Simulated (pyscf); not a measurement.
## Four-centre exchange: AsH₃ (SMILES [AsH3]) + AlH (SMILES [AlH]) [singlet] → AsH₃ (SMILES [AsH3]) + AlH (SMILES [AlH]) [singlet]

Gas phase, singlet surface, charge 0. Bonds broken: As1–H6, H2–Al5. Bonds formed: As1–H2, Al5–H6. Structures and frequencies: ωB97X-D3(BJ)/def2-SVP in PySCF. Correlated levels are frozen-core, on RHF or UHF. ΔMP2 is the change of the MP2 total energy from the triple- to the quadruple-zeta basis.

Transition state (Å):

```xyz
6

As     0.2214     0.7214     0.6676
H      1.2803     0.3601    -0.8332
H      0.0781     1.9901    -0.1742
H     -1.2959     0.5920     0.8082
Al     1.2007    -1.3556    -0.9170
H     -0.1052    -1.0504     0.1594
```

One imaginary mode, 784i cm⁻¹; descent along it reached the two sides named, in the forms told below.

```csv
bond,change,reactant side (Å),saddle,product side
As1–H6,breaks,1.536,1.872,2.8
H2–Al5,breaks,1.664,1.720,2.254
As1–H2,forms,2.9,1.872,1.543
Al5–H6,forms,2.336,1.720,1.662
```

Electronic energies relative to the separated reactants (kcal/mol):

```tsv
level	barrier	reaction energy	reverse barrier
ωB97X-D3(BJ)/def2-TZVP	10.4	0.0	10.4
PBE/def2-TZVP	3.5	0.0	3.5
r²SCAN/def2-TZVP	4.5	0.0	4.5
B3LYP-D3(BJ)/def2-TZVP	10.0	0.0	10.0
PBE0-D3(BJ)/def2-TZVP	6.1	0.0	6.1
M06-2X/def2-TZVP	8.6	0.0	8.6
ωB97M-D3(BJ)/def2-TZVP	13.5	0.0	13.5
HF/def2-TZVP	30.0	0.0	30.0
MP2/def2-QZVPP	12.9	0.0	12.9
CCSD/def2-TZVPP	17.4	0.0	17.4
CCSD(T)/def2-TZVPP	14.1	0.0	14.1
CCSD(T)/def2-TZVPP + ΔMP2(QZVPP)	13.8	0.0	13.8
```

With CCSD(T)/def2-TZVPP + ΔMP2(QZVPP) energies and thermal terms (ideal gas, 1 atm, RRHO with modes under 100 cm⁻¹ raised to 100, one conformer, R ln 2 for rigid chiral ones), in kcal/mol:

```
T (K)   ΔH‡   ΔG‡   ΔH   ΔG
-----  ----  ----  ---  ---
298    13.7  22.7  0.0  0.0
600    13.7  31.8  0.0  0.0
900    14.0  40.8  0.0  0.0
1200   14.4  49.6  0.0  0.0
```

On the reactant side the descent ends in a complex (not fully relaxed), 5.7 kcal/mol under the separated species and 16.1 kcal/mol under the saddle at ωB97X-D3(BJ)/def2-TZVP. On the product side the descent ends in a complex, 5.3 kcal/mol under the separated species and 15.7 kcal/mol under the saddle at ωB97X-D3(BJ)/def2-TZVP. At the saddle there is also a short Al–As contact that neither side keeps. One saddle was located; it need not be the lowest between these sides. The CCSD(T) − MP2 part came from Ansatz, without density fitting, on the same reference. The frozen core leaves the outer d or s,p core shells of the metals and heavy elements correlated in the MP2 and CC values, and def2-TZVPP describes them poorly, which can shift differences by a few kcal/mol. Elements up to Kr have no core potential and no relativistic terms here.
